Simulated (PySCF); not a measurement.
# CH3N: the cost of one run

The runs use PySCF 2.14.0; levels as typed in each script, gas phase, geometry from GFN2-xTB.

## Step 1: The starting structure

5 atoms, charge 0, spin multiplicity 1.

Bond lengths: C1–N2 1.248 Å, C1–H3 1.096 Å, C1–H4 1.083 Å, N2–H5 1.020 Å. Angles: N2–C1–H3 126.6°, N2–C1–H4 117.7°, H3–C1–H4 115.8°, C1–N2–H5 115.6°.

As a file:

```mol
CH3N
  3D, bonds by distance, orders not assigned

  5  4  0  0  0  0  0  0  0  0999 V2000
    0.5811   -0.0314    0.0000 C   0  0
   -0.6544    0.1480    0.0000 N   0  0
    1.1009   -0.9959    0.0000 H   0  0
    1.2167    0.8461    0.0000 H   0  0
   -1.2232   -0.6985    0.0000 H   0  0
  1  2  8  0
  1  3  8  0
  1  4  8  0
  2  5  8  0
M  END
```

## Step 2: Removing and adding an electron (B3LYP/cc-pvtz)

File input.py:

```python
import numpy as np
from pyscf import gto, scf, dft
from pyscf.scf import atom_ks, atom_hf
from scipy.linalg import block_diag

def solve(mol, dm0=None, hcore=None):
    mf = (dft.UKS if mol.spin else dft.RKS)(mol, xc='b3lyp')
    mf.grids.level = 3
    mf = mf.density_fit(auxbasis='def2-universal-jkfit')
    mf.conv_tol, mf.max_cycle = 1e-8, 80
    if hcore is not None:
        mf.get_hcore = lambda *args: hcore
    mf.kernel(dm0)
    if not mf.converged:
        mf = mf.newton().run(mf.mo_coeff, mf.mo_occ, max_cycle=30)
    assert mf.converged, 'SCF not converged'
    return mf

mol = gto.M(atom='''
C      0.58111    -0.03135     0.00000
N     -0.65442     0.14804     0.00000
H      1.10085    -0.99585     0.00000
H      1.21665     0.84609     0.00000
H     -1.22321    -0.69845     0.00000
''', basis='cc-pvtz', charge=0, spin=0, verbose=4)
mf = solve(mol)
out = dict(e0=mf.e_tot, dm0=mf.make_rdm1(), c=mf.mo_coeff, occ=mf.mo_occ, eps=mf.mo_energy)
for name, dq, spin in [('cation', 1, 1), ('anion', -1, 1)]:
    ion = mol.copy().set(charge=mol.charge + dq, spin=spin).build()
    mi = solve(ion)
    if spin and dq > 0 and mol.nao < 130:
        c, _, stable, _ = mi.stability(return_status=True)
        if not stable:
            mi = solve(ion, mi.make_rdm1(c, mi.mo_occ))
    print(name, 'vertical energy change / eV', (mi.e_tot - mf.e_tot) * 27.211386)
    out.update({'e_' + name: mi.e_tot, 'dm_' + name: mi.make_rdm1(), 's2_' + name: mi.spin_square()[0], 'eps_' + name: mi.mo_energy, 'occ_' + name: mi.mo_occ})
# spherically averaged free atoms, for the promolecule
atm = atom_ks.get_atm_nrks(mol, xc='b3lyp')
pro = block_diag(*[(atm[a[0]][2] * atm[a[0]][3]) @ atm[a[0]][2].T for a in mol._atom])
np.savez('result.npz', pro=pro, **out)
```

On the command line:

```bash
$ OMP_NUM_THREADS=1 python input.py
```

**Question.** How long does this run take on 1 thread of AMD EPYC 9R45 (Zen 5), shared host, and how much memory does it need?

About 22 s, with a peak of 0.43 GiB.
